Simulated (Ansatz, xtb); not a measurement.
## Relaxing a trial structure of NOS

The starting geometry of this gas-phase doublet has its atoms placed at random.

```
atom    x (Å)    y (Å)    z (Å)
   N  -0.1525   1.5530   0.3578
   O  -0.7507   0.1342   0.2862
   S  -0.8134  -0.2562  -1.3815
```

Task: Guess where an optimisation with r2SCAN-D4/def2-SVP ends from this start.

Result: It ends as `[N]=[O+][S-]`. Distances that change by over a tenth: N1–O2 (1.54 → 1.21 Å).

The energy falls by 1.01 eV over 8 steps:

| step | E − E(last) (eV) |
| --- | --- |
| 1 | 1.010 |
| 2 | 0.633 |
| 3 | 0.210 |
| 4 | 0.082 |
| 5 | 0.007 |
| 6 | 0.001 |
| 7 | 0.000 |
| 8 | 0.000 |

Final geometry (Å):

```xyz
3

N    -0.2077    1.4431    0.4948
O    -0.6448    0.3656    0.1641
S    -0.8641   -0.3777   -1.3964
```

From the same start GFN2-xTB reaches the same bonding as this run.

From so rough a start the end depends on the optimiser's path, so another program may land elsewhere. No frequencies were run, so the end isn't proven a minimum. Open shells are spin-unrestricted. Run with Ansatz 0.2.0, 59 s on 1 thread of Arm Neoverse V1 (shared host).
